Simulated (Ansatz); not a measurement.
Geometry optimisation, RKS PBE0-D4/def2-SVP (Ansatz).

Input file:

```yaml
crystal:
  periodic: [false, false, false]
  atoms:
    - { symbol: B, position_ang: [0.0, 0.0, 0.0] }
    - { symbol: "N", position_ang: [0.0, 0.0, 1.55] }
    - { symbol: H, position_ang: [-0.877, -0.2713, 2.08] }
    - { symbol: H, position_ang: [0.877, 0.2713, 2.08] }
    - { symbol: "N", position_ang: [1.3423, 0.0, -0.775] }
    - { symbol: H, position_ang: [1.8089, -0.9179, -1.0268] }
    - { symbol: H, position_ang: [1.7937, 0.9179, -1.0532] }
    - { symbol: H, position_ang: [-1.0305, 0.0, -0.595] }
basis:
  gaussian: { orbitals: def2-SVP }
hamiltonian:
  xc: pbe0
  dispersion: d4
relax:
  f_tol: 0.02
  max_steps: 40
```

Command:

```bash
$ ansatz run input.yaml --threads 1 --pin off --max-ram 2048MiB --backend cpu --events-out ev --progress --plain --runs-dir out
```

Problem. Where does it end, and by what steps?

Solution. The forces met the threshold. After 11 steps the energy has fallen by 1.681 eV; H6 moved furthest, 1.07 Å.

```
step  energy less start (eV)  largest force component (eV/Å)  accepted
   0                  0.0000                           2.959       yes
   1                 -0.7820                           1.325       yes
   2                 -0.9487                           1.901       yes
   3                 -1.0738                           0.757       yes
   4                 -1.1357                           1.676       yes
   5                 -1.2753                           1.473       yes
   6                 -1.4077                           1.679       yes
   7                 -1.5773                           0.642       yes
   8                 -1.6673                           0.162       yes
   9                 -1.6807                           0.035       yes
  10                 -1.6812                           0.035       yes
  11                 -1.6813                           0.005       yes
```

```xyz
8
Properties=species:S:1:pos:R:3
B 0.087 0.124 0.059
N 0.027 -0.153 1.442
H -0.837 -0.095 1.959
H 0.821 -0.423 2.007
N 1.278 0.052 -0.696
H 2.181 -0.200 -0.318
H 1.294 0.255 -1.684
H -0.937 0.440 -0.510
```

Whether the end is a true minimum wasn't checked by a vibrational analysis.

Time of the run: 14 s on 1 thread of Intel(R) Xeon(R) 6975P-C (Granite Rapids), with other jobs on the host, peak memory 0.13 GiB.
